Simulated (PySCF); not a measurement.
CO₂ (singlet). Method: PySCF, PBE, basis C def2-TZVP, O def2-TZVP (no relativity, density fitting).

Harmonic bands of its minimum:

```tsv
ω (cm⁻¹)	IR (km/mol, summed over degenerate members)	degeneracy
645	46.1	2
1323	0.0	1
2363	520	1
```

Problem. The central atom is C. Infer the point group and assign the bands.

Solution. D∞h. The modes span πu + σg+ + σu+: 645 πu, 1323 σg+, 2363 σu+. The computed geometry has C–O 1.171 Å (×2); O–C–O 180.0°.
